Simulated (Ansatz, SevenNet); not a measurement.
Elastic constant C12 (GPa) of solids drawn from the class of elemental solids other than molecular ones, at two levels: the machine-learned potential SevenNet-l3i5 (trained on PBE and PBE+U data), and PBE in Ansatz (plane waves, PAW).

```tsv
solid	SevenNet-l3i5	PBE	shift (%)
white tin (β-Sn)	33.2	55.7	+68
bcc Fe	85.9	147	+71
fcc Ni	183	157	-14.2
hcp Os	328	220	-33
hcp Tl	25.4	24.4	-3.9
fcc Ag	84.2	81.0	-3.8
```

The shifts run from -33 % to +71 %, with a median of -3.9 %.

Over all 6 rows PBE is the larger in 2.

Ansatz's runs of these crystals have no spin polarisation, but for bcc Fe, fcc Ni.

Density-functional runs with spin start from parallel moments for bcc Fe, parallel moments for fcc Ni.

Spin–orbit coupling is left out, also for the solids with elements from indium on (white tin (β-Sn), hcp Os, hcp Tl); its size isn't shown.

Each level is taken at its own relaxed cell. Ansatz's density-functional and Hartree–Fock values are scalar-relativistic unless marked +SOC, with PAW data made under PBE.

Ansatz is an electronic-structure program.
